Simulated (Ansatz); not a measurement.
`CC(C)C(C)S` + H–F → `CC(F)S` + propane  (substitution at a C–C bond)

Calculated with Ansatz (gas phase, PBE0-D4/def2-TZVP geometries, no zero-point term in ΔE). CBS: MP2 limit from def2 TZ/QZ plus the TZ coupled-cluster correction, frozen cores. This one scheme is used for every species. DFT in def2-TZVPP. Each species was taken in one conformer, which may not be the lowest.

| species | PBE-D4 energy (Eh) |
| --- | --- |
| `CC(C)C(C)S` | -595.59487 |
| H–F | -100.39347 |
| `CC(F)S` | -576.97102 |
| `CCC` | -119.00868 |

(1) Work out ΔE.

Largest T1 diagnostic among the species: 0.011.

Answers

(1) ΔE = (-576.97102) + (-119.00868) − (-595.59487) − (-100.39347) = 0.00864 Eh = +22.7 kJ/mol. CCSD(T)/CBS gives +43.9 kJ/mol.

At CCSD(T), def2-SVP lies −16.1 kJ/mol from the extrapolated value and def2-TZVPP −3.9 kJ/mol. The D4 term adds +20.5 kJ/mol with B3LYP and +11.7 kJ/mol with PBE0; it sums over pairs of atoms, weighted by their polarisabilities, and B3LYP, whose exchange is more repulsive, gets the larger term. Leaving LDA and LC-ωPBE aside and taking each functional with its dispersion term where it has one, the values, not all of them listed here, spread over 19.5 kJ/mol, from BLYP-D4 to PBE-QIDH. LDA lies +22.0 kJ/mol from PBE without D4.

B3LYP here is the variant with VWN-RPA as its local correlation; programs differ in this.
